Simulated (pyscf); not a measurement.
Insertion: S=Ge: [singlet] + hydrogen (H₂) → S=GeH₂

Gas phase, singlet surface, charge 0. Bonds broken: H3–H4. Bonds formed: Ge1–H3, Ge1–H4. Single points on ωB97X-D3(BJ)/def2-SVP structures (PySCF, gas phase).

Transition state (Å):

```xyz
4

Ge     0.7723     0.6756     0.0831
S      1.6807     0.9212    -1.7140
H     -0.4326     0.3110     0.9558
H     -0.8676     0.1471    -0.3435
```

One imaginary mode, 1653i cm⁻¹; descent along it reached the two sides named.

| bond | change | reactant side (Å) | saddle | product side |
|---|---|---|---|---|
| H3–H4 | breaks | 0.761 | 1.380 | 2.534 |
| Ge1–H3 | forms | 4.0 | 1.532 | 1.537 |
| Ge1–H4 | forms | 3.5 | 1.775 | 1.537 |

Electronic energies relative to the separated reactants (eV):

| level | barrier | reaction energy | reverse barrier |
|---|---|---|---|
| ωB97X-D3(BJ)/def2-TZVP | 3.10 | +0.16 | 2.94 |
| PBE/def2-TZVP | 2.74 | +0.32 | 2.42 |
| r²SCAN/def2-TZVP | 2.81 | +0.21 | 2.60 |
| B3LYP-D3(BJ)/def2-TZVP | 3.04 | +0.39 | 2.65 |
| PBE0-D3(BJ)/def2-TZVP | 2.84 | +0.16 | 2.69 |
| M06-2X/def2-TZVP | 3.09 | +0.25 | 2.83 |
| ωB97M-D3(BJ)/def2-TZVP | 3.13 | +0.33 | 2.80 |
| HF/def2-TZVP | 3.67 | +0.20 | 3.46 |

With ωB97M-D3(BJ)/def2-TZVP energies and thermal terms (ideal gas, 1 atm, RRHO with modes under 100 cm⁻¹ raised to 100, one conformer, R ln 2 for chiral ones without a mode under 150 cm⁻¹), in eV:

| T (K) | ΔH‡ | ΔG‡ | ΔH | ΔG |
|---|---|---|---|---|
| 298 | 3.07 | 3.38 | +0.39 | +0.71 |
| 600 | 3.04 | 3.70 | +0.36 | +1.06 |
| 900 | 3.04 | 4.04 | +0.36 | +1.41 |
| 1200 | 3.04 | 4.37 | +0.38 | +1.76 |

The same reactants have a lower exit, to HS–GeH: [singlet] (barrier +1.53 eV at ωB97M-D3(BJ)/def2-TZVP, against +3.13 eV here). S=GeH₂ lies 0.40 eV over its isomer HS–GeH: [singlet] (electronic energy, ωB97M-D3(BJ)/def2-TZVP). This is the saddle that the search found; another between the same sides may lie lower. Elements up to Kr have no core potential and no relativistic terms here.
